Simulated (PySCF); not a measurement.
A ladder for the electron affinity of C

C- [He] 2s2 2p3 (4S) → C [He] 2s2 2p2 (3P). Scalar values calculated with PySCF 2.14 in aug-cc-pVQZ (non-relativistic; valence: 1s2 frozen). The spin-orbit shift comes from two-component X2C-1e calculations (generalised Hartree-Fock, GHF, and MP2 on its spinors, GMP2) in x2c-TZVPall-2c with one added diffuse shell each of s, p, d type: GMP2 gives 1.243 eV without and 1.241 eV with screened spin-orbit coupling, a shift of -0.002 eV (GHF: -0.002 eV). Sums use unrounded values; where a UHF row is shifted, it takes the GHF shift.

| method | scalar (eV) |
| --- | --- |
| UHF | 0.452 |
| MP2 (valence) | 1.286 |
| SCS-MP2 (valence) | 0.992 |
| CCSD (valence) | 1.160 |
| CCSD(T) (valence) | 1.236 |
| LDA | 1.806 |
| PBE | 1.587 |
| PBE0 | 1.415 |
| r2SCAN | 1.487 |
| HSE06 | 1.411 |
| wB97M-V | 1.321 |
| B2PLYP | 1.213 |
| wB97X | 1.232 |

Question: Form a composite estimate from CCSD(T) (valence) and the spin-orbit shift, and compare it with the reference, 1.262 eV (measured; photodetachment measurements, as compiled on the Wikipedia data page of electron affinities).

Answer: 1.236 + (-0.002) = 1.234 eV, an error of -0.028 eV.

The errors of the correlated levels include the incompleteness of the basis and the frozen core, so a lower level can come closer by cancellation.
